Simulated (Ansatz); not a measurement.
**FH2SSi− (SMILES F[SiH-]S): functionals against CCSD(T) at one geometry**

An exercise on one series of results from a longer session: the logs are not shown, and one member is left open.

Program: Ansatz 0.2.0, Gaussian basis. Level of theory: single points in def2-TZVPPD. These are calculated values, not measurements.

Correlated methods freeze the cores.

### The system as given

SMILES `F[SiH-]S`, 5 atoms, charge -1, spin multiplicity 1.

Atoms are counted from 1 here; the program's logs count them from 0.

Bond lengths: F1–Si2 1.721 Å, Si2–S3 2.336 Å, Si2–H4 1.599 Å, S3–H5 1.373 Å. Angles: F1–Si2–S3 98.9°, F1–Si2–H4 94.6°, S3–Si2–H4 88.0°, Si2–S3–H5 100.4°.

Coordinates:

```xyz
5
FH2SSi
F    -1.4474    0.0243    0.9471
Si   -0.9610   -0.0473   -0.7021
S     1.1406    0.9514   -0.5010
H    -0.2387   -1.4665   -0.5616
H     1.4958    0.5314    0.7574
```

Set-up of the first run:

Input file run/in.yaml:

```yaml
crystal:
  periodic: [false, false, false]
  atoms:
    - {symbol: F, position_ang: [-1.447400, 0.024300, 0.947100]}
    - {symbol: Si, position_ang: [-0.961000, -0.047300, -0.702100]}
    - {symbol: S, position_ang: [1.140600, 0.951400, -0.501000]}
    - {symbol: H, position_ang: [-0.238700, -1.466500, -0.561600]}
    - {symbol: H, position_ang: [1.495800, 0.531400, 0.757400]}
basis:
  gaussian: {orbitals: "def2-TZVPPD.json"}
total_charge: -1
correlation: {method: ccsd_t}
output: {forces: true}
```

The basis file named in the input lies beside it (Basis Set Exchange, JSON).

No record of the launch command was kept for these runs.

Steps of the session up to this table: CCSD(T)/def2-TZVPPD; PBE0-D4/def2-TZVPPD; wB97M-V/def2-TZVPPD; r2SCAN-D4/def2-TZVPPD; PBE-D4/def2-TZVPPD; r2SCAN0-D4/def2-TZVPPD; B97M-V/def2-TZVPPD.

One table of the session follows, with a row left open; its other results are not shown here.

```
    method  RMS force component (eV/Å)  angle to CCSD(T) forces (°)
   CCSD(T)                       0.525                    reference
   PBE0-D4                       0.504                          6.2
   wB97M-V                       0.506                          4.3
 r2SCAN-D4                       0.486                          5.0
    PBE-D4                       0.322                         18.1
r2SCAN0-D4                       0.617                          9.5
    B97M-V                           ?                            ?
```

**Question.** Estimate the row for B97M-V.

**Answer.** RMS force component (eV/Å): 0.521; angle to CCSD(T) forces (°): 14.1. In the column «RMS force component (eV/Å)» it lies between wB97M-V (0.506) and CCSD(T) (0.525).
